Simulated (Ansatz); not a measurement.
Relaxation of the cluster Si₃H₄ with RKS PBE0-D4/def2-TZVP.

```sh
$ ansatz run in.yaml --threads 4 --pin off --events-out ev --progress --plain --max-ram 3916MiB
```

```yaml
crystal:
  periodic: [false, false, false]
  atoms:
    - {symbol: Si, position_ang: [-0.235330, 1.345100, -0.521440]}
    - {symbol: Si, position_ang: [1.057190, 0.301090, 0.963170]}
    - {symbol: Si, position_ang: [-0.484170, -0.971000, -0.260810]}
    - {symbol: H, position_ang: [-0.629900, 2.605680, -1.188780]}
    - {symbol: H, position_ang: [-1.685620, -1.642410, 0.282700]}
    - {symbol: H, position_ang: [2.116420, 0.357470, 1.995630]}
    - {symbol: H, position_ang: [-0.138590, -1.995930, -1.270480]}
basis:
  gaussian: {orbitals: def2-TZVP}
hamiltonian: {xc: pbe0, dispersion: d4}
scf: {lower_state_search: "off"}
output: {orbitals: {seedname: orbitals}}
relax: {f_tol: 0.02, max_steps: 100}
```

It took 5.5 s on 4 threads of Arm Neoverse V1 on a shared host.

Positions (Å) and forces (eV/Å) at steps 1, 2, 3, 4, 5 of 5:

```xyz
7
step=1 energy=-23686.1815 eV
Si   -0.235    1.345   -0.521    1.082   -1.505    1.381
Si    1.057    0.301    0.963   -1.530    0.585   -1.615
Si   -0.484   -0.971   -0.261    0.264    0.546    0.137
H    -0.630    2.606   -1.189   -0.058    0.112   -0.088
H    -1.686   -1.642    0.283   -0.291    0.218    0.416
H     2.116    0.357    1.996    0.099   -0.014    0.105
H    -0.139   -1.996   -1.270    0.435    0.056   -0.336
7
step=2 energy=-23686.3843 eV
Si   -0.222    1.280   -0.495    0.186   -0.199    0.218
Si    1.005    0.286    0.917   -0.221    0.115   -0.232
Si   -0.494   -0.989   -0.267    0.066    0.146    0.035
H    -0.628    2.537   -1.176   -0.019    0.006   -0.019
H    -1.725   -1.528    0.407    0.196   -0.076   -0.216
H     2.066    0.331    1.956    0.013   -0.011    0.013
H    -0.002   -1.917   -1.341   -0.222    0.019    0.201
7
step=3 energy=-23686.4004 eV
Si   -0.210    1.287   -0.486   -0.057    0.002   -0.063
Si    1.005    0.300    0.915    0.023   -0.077    0.047
Si   -0.488   -0.975   -0.264   -0.007   -0.007   -0.005
H    -0.622    2.541   -1.172   -0.006    0.006   -0.006
H    -1.708   -1.558    0.372    0.055    0.029   -0.024
H     2.066    0.340    1.955    0.008    0.002    0.005
H    -0.042   -1.934   -1.320   -0.016    0.046    0.045
7
step=4 energy=-23686.4005 eV
Si   -0.211    1.283   -0.490    0.036    0.059    0.022
Si    1.002    0.293    0.918    0.027    0.067    0.013
Si   -0.486   -0.969   -0.263   -0.061   -0.121   -0.034
H    -0.627    2.537   -1.176   -0.003   -0.009    0.000
H    -1.702   -1.554    0.373    0.005    0.005   -0.003
H     2.067    0.336    1.956   -0.004   -0.006   -0.004
H    -0.043   -1.926   -1.318    0.000    0.005    0.006
7
step=5 energy=-23686.4010 eV
Si   -0.211    1.286   -0.489    0.006    0.002    0.003
Si    1.003    0.296    0.918   -0.002    0.004    0.001
Si   -0.487   -0.973   -0.264   -0.009   -0.016   -0.005
H    -0.626    2.539   -1.175   -0.002   -0.001   -0.001
H    -1.704   -1.555    0.373    0.007    0.005   -0.003
H     2.067    0.337    1.956    0.001   -0.001    0.000
H    -0.043   -1.929   -1.319   -0.001    0.007    0.006
```

The structure comes from a short search, and lower isomers may exist.
